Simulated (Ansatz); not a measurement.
Barrier CH3 (SMILES [CH3]) + NH3 (SMILES N) via CH6N, on the benchmark's geometries as Psi4's copy gives them; open shells unrestricted, no zero-point energy, no spin–orbit coupling.
Transition structure (charge 0, multiplicity 2):
```xyz
8

C     -1.261     0.000     0.012
N      1.313     0.000    -0.137
H     -1.584     0.909    -0.485
H     -1.464    -0.005     1.077
H     -1.585    -0.904    -0.493
H      0.043     0.000    -0.152
H      1.480     0.806     0.468
H      1.481    -0.806     0.468
```

Cores are frozen in the correlated methods. CBS(a, b) extrapolates the correlation energy as X⁻³ and adds the Hartree–Fock energy of set b. MP2 and its Hartree–Fock in aug-cc-pVQZ are density fitted.

Programs: Ansatz (a first-principles code) with Gaussian orbitals. 

Barrier heights (kcal/mol): PBE/def2-TZVPPD 7.71; B3LYP/def2-TZVPPD 13.41; wB97M-V/def2-TZVPPD 15.67; MP2/CBS(aug-cc-pVTZ, aug-cc-pVQZ) + ΔCCSD(T)/aug-cc-pVDZ 16.91.

Task: With all else equal, by what factor does exp(−ΔE‡/RT) at 298.15 K differ from its value at MP2/CBS(aug-cc-pVTZ, aug-cc-pVQZ) + ΔCCSD(T)/aug-cc-pVDZ?

Result: 
RT = 0.5925 kcal/mol, so the factor is exp(−(ΔE‡ − 16.91)/RT): PBE/def2-TZVPPD 5.6e+06; B3LYP/def2-TZVPPD 370; wB97M-V/def2-TZVPPD 8.2. Each 1.36 kcal/mol is a factor of ten. MP2/CBS(aug-cc-pVTZ, aug-cc-pVQZ) + ΔCCSD(T)/aug-cc-pVDZ is the comparison, a level with limits of its own.
